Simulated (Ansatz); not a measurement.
**C6H6, singlet: CASSCF and its corrections**

Computed with Ansatz's Gaussian-basis code (development build). Basis cc-pVDZ, nonrelativistic, 6 orbitals frozen in the corrections. State-specific CASSCF; RHF is the lowest restricted (open-shell) Hartree–Fock solution met. Letters tell apart solutions met in one space. Single-reference values can break down or jump between states where bonds are stretched. No symmetry is imposed, so a solution can break that of the shape. Lower solutions, or ones in other orbitals, may exist.

Geometry:

```csv
atom,x (Å),y (Å),z (Å)
C,0.1747,1.3299,0.0000
C,-0.1202,0.6976,1.2083
C,-0.1202,-0.6976,1.2083
C,0.1747,-1.3299,0.0000
C,-0.1202,-0.6976,-1.2083
C,-0.1202,0.6976,-1.2083
H,0.6341,2.3151,0.0000
H,-0.1202,1.2412,2.1498
H,-0.1202,-1.2412,2.1498
H,0.6341,-2.3151,0.0000
H,-0.1202,-1.2412,-2.1498
H,-0.1202,1.2412,-2.1498
```

CASSCF less RHF, in eV, and natural occupations:

```
    CAS  CASSCF                         occupations
(6,6) a  -2.031  1.96, 1.89, 1.89, 0.11, 0.11, 0.04
(6,6) b  -1.482  1.98, 1.98, 1.96, 0.04, 0.02, 0.02
```

**Question.** What totals less RHF do the corrections give on each solution?

**Answer.** 

```csv
CAS,SC-NEVPT2
"(6,6) a",-21.519
"(6,6) b",-21.005
```

**Question.** In CAS(6,6), is the solution lowest in CASSCF also lowest after SC-NEVPT2?

**Answer.** Yes: (6,6) a stays lowest, 0.51 eV under the next.

**Question.** How do single-reference totals in the same basis and frozen core stand against SC-NEVPT2 in CAS(6,6) a?

**Answer.** CCSD(T) -2.015 eV. Coupled cluster stands on the determinant that it favours, which can lie over the RHF solution above, and is in doubt where the occupations are far from 0, 1 and 2.

**Question.** Roughly how much CPU time does a whole run from the default start take (median of such runs, summed over threads; nearly all runs on one pinned thread of a shared server, mostly Xeon at 2.3 to 2.6 GHz, by a development driver)?

**Answer.** CAS(6,6) a: about 13 s. Other jobs ran beside these, and the count of passes differs.
